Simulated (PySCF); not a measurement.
## Running PySCF for AlN

File input.py (PySCF 2.14):

```python
from pyscf import gto, dft

mol = gto.M(
    atom='Al 0 0 0; N 0 0 1.665',
    basis='6-31g*',
    charge=0,
    spin=2,
    verbose=4,
)
mf = dft.UKS(mol, xc='revpbe')
mf.kernel()
mf.stability(internal=True, external=True)
mf.dip_moment()
print('orbital energies (hartree):', [e[max(0, n-3):n+3].round(4) for e, n in zip(mf.mo_energy, mol.nelec)])
```

```bash
$ OMP_NUM_THREADS=1 python input.py
```

The log (some set-up lines and the per-cycle HOMO/LUMO lines with their warnings removed):

```
PySCF version 2.14.0

[INPUT] verbose = 4
[INPUT] num. atoms = 2
[INPUT] num. electrons = 20
[INPUT] charge = 0
[INPUT] spin (= nelec alpha-beta = 2S) = 2
[INPUT] symmetry False subgroup None
[INPUT] Mole.unit = angstrom
[INPUT] Symbol           X                Y                Z      unit          X                Y                Z       unit  Magmom
[INPUT]  1 Al     0.000000000000   0.000000000000   0.000000000000 AA    0.000000000000   0.000000000000   0.000000000000 Bohr   0.0
[INPUT]  2 N      0.000000000000   0.000000000000   1.665000000000 AA    0.000000000000   0.000000000000   3.146393997401 Bohr   0.0

nuclear repulsion = 28.921997713946
number of shells = 14
number of NR pGTOs = 78
number of NR cGTOs = 32
basis = 6-31g*
ecp = {}

******** <class 'pyscf.dft.uks.UKS'> ********
method = UKS
initial guess = minao
damping factor = 0
level_shift factor = 0
DIIS = <class 'pyscf.scf.diis.CDIIS'>
diis_start_cycle = 1
diis_space = 8
diis_damp = 0
SCF conv_tol = 1e-09
SCF conv_tol_grad = None
SCF max_cycles = 50
direct_scf = True
direct_scf_tol = 1e-13
number electrons alpha = 11  beta = 9
XC library pyscf.dft.libxc version 7.0.0
    S. Lehtola, C. Steigemann, M. J.T. Oliveira, and M. A.L. Marques.,  SoftwareX 7, 1–5 (2018)
XC functionals = revpbe
    Y. Zhang and W. Yang.,  Phys. Rev. Lett. 80, 890 (1998)
    J. P. Perdew, K. Burke, and M. Ernzerhof.,  Phys. Rev. Lett. 77, 3865 (1996)
    J. P. Perdew, K. Burke, and M. Ernzerhof.,  Phys. Rev. Lett. 78, 1396 (1997)
radial grids:
    Treutler-Ahlrichs [JCP 102, 346 (1995); DOI:10.1063/1.469408] (M4) radial grids

becke partition: Becke, JCP 88, 2547 (1988); DOI:10.1063/1.454033
pruning grids: <function nwchem_prune>
grids dens level: 3
symmetrized grids: False
atomic radii adjust function: <function treutler_atomic_radii_adjust>
small_rho_cutoff = 0
Set gradient conv threshold to 3.16228e-05
tot grids = 33088
init E= -296.994297525948

cycle= 1 E= -296.816956566774  delta_E= 0.177  |g|= 0.402  |ddm|= 1.23

cycle= 2 E= -294.393106638266  delta_E= 2.42  |g|= 1.52  |ddm|= 2.08
cycle= 3 E= -296.945393706113  delta_E= -2.55  |g|= 0.0741  |ddm|= 1.79
cycle= 4 E= -296.942031582478  delta_E= 0.00336  |g|= 0.0993  |ddm|= 0.143
cycle= 5 E= -296.946091725025  delta_E= -0.00406  |g|= 0.0682  |ddm|= 0.0415
cycle= 6 E= -296.949362076109  delta_E= -0.00327  |g|= 0.0041  |ddm|= 0.0755
cycle= 7 E= -296.949374302161  delta_E= -1.22e-05  |g|= 0.00112  |ddm|= 0.00851
cycle= 8 E= -296.949374727049  delta_E= -4.25e-07  |g|= 0.00132  |ddm|= 0.00393
cycle= 9 E= -296.949376056273  delta_E= -1.33e-06  |g|= 0.00011  |ddm|= 0.00157
cycle= 10 E= -296.949376069942  delta_E= -1.37e-08  |g|= 5.14e-05  |ddm|= 0.000249
cycle= 11 E= -296.949376072426  delta_E= -2.48e-09  |g|= 8.23e-06  |ddm|= 8.96e-05
cycle= 12 E= -296.949376072495  delta_E= -6.87e-11  |g|= 6.69e-07  |ddm|= 1.84e-05
Extra cycle  E= -296.949376072496  delta_E= -1.08e-12  |g|= 1.14e-06  |ddm|= 3.91e-06
converged SCF energy = -296.949376072496  <S^2> = 2.0091201  2S+1 = 3.0060739
uhf_internal: lowest eigs of H = [2.00504369e-05 4.78843602e-02 1.06444742e-01]
<class 'pyscf.dft.uks.UKS'> wavefunction is stable in the internal stability analysis

WARN: QR decomposition removed 1 vectors.

uhf_real2complex: lowest eigs of H = [0.02515798 0.04070551 0.09175549]
<class 'pyscf.dft.uks.UKS'> wavefunction is stable in the real -> complex stability analysis
uhf_external: lowest eigs of H = [-0.06486962 -0.01375776 -0.00936432]
Dipole moment(X, Y, Z, Debye): -0.00000, -0.00000, -2.14682
orbital energies (hartree): [array([-0.2738, -0.2266, -0.2174, -0.0732, -0.0581,  0.0135]), array([-0.6175, -0.2594, -0.2012, -0.1765, -0.161 , -0.0401])]
```

In short: E(SCF) = -296.949376 Eh, 12 cycles, ⟨S²⟩ = 2.009, μz(SCF) = -2.15 D, internal stable; real -> complex stable.

Run time: 4.7 s on 1 thread of Arm Neoverse V2 (shared host), peak memory 0.22 GiB.

The bond length is a typed value, not an optimised one. No search for the lowest solution was made.
